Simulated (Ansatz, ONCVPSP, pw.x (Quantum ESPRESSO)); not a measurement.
What a changed setting does to a pw.x run (diamond Ge)

Potential: optimised norm-conserving Vanderbilt (ONCV), ONCVPSP 4.0.1.1 (patched build), LDA (Perdew-Wang 92); core [Ar] 3d10, reference 4s2 4p2; waves: 4s: rc 1.80 bohr, ncon 4, nbas 8, qcut 3.3 1/bohr, 3 projectors, debl 2.9 Ha; 4p: rc 1.95 bohr, ncon 4, nbas 7, qcut 3.5 1/bohr, 2 projectors, debl 1.7 Ha; d scattering state at 0.2 Ha: rc 2.15 bohr, ncon 3, nbas 7, qcut 3.8 1/bohr, 1 projector; local part: polynomial inside 1.15 bohr (lpopt 1, dvloc0 0 Ha); core correction: Teter function, fcfact 3, rcfact 1.5.

The reference run (k-mesh 8³, cutoffs 120/480 Ry, Fermi–Dirac 0.01 Ry, mixing_beta 0.4, conv_thr 1e-9, no spin) gives -0.13 GPa at 22.222 Å³/atom, where all-electron LAPW gives 0.06 GPa. This run, with its own iteration cap, changes conv_thr to 1e-12.

```
&control
  calculation='scf', prefix='x', pseudo_dir='./', outdir='./tmp', tstress=.true., disk_io='none'
/
&system
  ibrav=0, nat=2, ntyp=1, ecutwfc=120, ecutrho=480, nbnd=11,
  occupations='smearing', smearing='fd', degauss=0.01
/
&electrons
  conv_thr=1e-12, mixing_beta=0.4, electron_maxstep=60
/
ATOMIC_SPECIES
Ge 1.0 Ge.UPF
CELL_PARAMETERS angstrom
  0.00000000 2.81143285 2.81143285
  2.81143285 0.00000000 2.81143285
  2.81143285 2.81143285 0.00000000
ATOMIC_POSITIONS crystal
Ge 0.0000 0.0000 0.0000
Ge 0.2500 0.2500 0.2500
K_POINTS automatic
8 8 8 0 0 0
```

```bash
pw.x < Ge.scf.in > Ge.scf.out
```

Problem. How does the run end?

Solution. It converges in 9 iterations; the free energy moves by +0.0 meV/atom and the pressure by +0.00 GPa. The result is that of the reference run.

```
Message from routine setup:
     using ibrav=0 with symmetry is DISCOURAGED, use correct ibrav instead
     lattice parameter (alat)  =       7.5135  a.u.
     unit-cell volume          =     299.9230 (a.u.)^3
     number of electrons       =         8.00
     number of Kohn-Sham states=           11
     kinetic-energy cutoff     =     120.0000  Ry
     charge density cutoff     =     480.0000  Ry
     scf convergence threshold =      1.0E-12
     Exchange-correlation= SLA  PW   NOGX NOGC
     number of k points=    29  Fermi-Dirac smearing, width (Ry)=  0.0100
     iteration #  1     ecut=   120.00 Ry     beta= 0.40
     total energy              =     -18.54800954 Ry
     estimated scf accuracy    <       0.03526936 Ry
     iteration #  2     ecut=   120.00 Ry     beta= 0.40
     total energy              =     -18.54509084 Ry
     estimated scf accuracy    <       0.00966643 Ry
     iteration #  3     ecut=   120.00 Ry     beta= 0.40
     total energy              =     -18.54561863 Ry
     estimated scf accuracy    <       0.00012377 Ry
     iteration #  4     ecut=   120.00 Ry     beta= 0.40
     total energy              =     -18.54563571 Ry
     estimated scf accuracy    <       0.00000212 Ry
     iteration #  5     ecut=   120.00 Ry     beta= 0.40
     total energy              =     -18.54563606 Ry
     estimated scf accuracy    <       0.00000039 Ry
     iteration #  6     ecut=   120.00 Ry     beta= 0.40
     total energy              =     -18.54563608 Ry
     estimated scf accuracy    <          6.6E-09 Ry
     iteration #  7     ecut=   120.00 Ry     beta= 0.40
     total energy              =     -18.54563608 Ry
     estimated scf accuracy    <          1.3E-10 Ry
     iteration #  8     ecut=   120.00 Ry     beta= 0.40
     total energy              =     -18.54563608 Ry
     estimated scf accuracy    <          3.8E-11 Ry
     iteration #  9     ecut=   120.00 Ry     beta= 0.40
     the Fermi energy is     5.6980 ev
!    total energy              =     -18.54563608 Ry
     estimated scf accuracy    <          5.0E-13 Ry
     smearing contrib. (-TS)   =      -0.00074367 Ry
     The total energy is F=E-TS. E is the sum of the following terms:
     one-electron contribution =       4.41218731 Ry
     hartree contribution      =       1.14111141 Ry
     xc contribution           =      -7.87545536 Ry
     ewald contribution        =     -16.22273576 Ry
     convergence has been achieved in   9 iterations
          total   stress  (Ry/bohr**3)                   (kbar)     P=       -1.33
     Message from routine punch:
     Nothing written, as per user request (disk_io='none')
```

The run took about 26 s on one core of a shared host (Intel(R) Xeon(R) 6975P-C, 192 threads, 378 GiB, load 80).
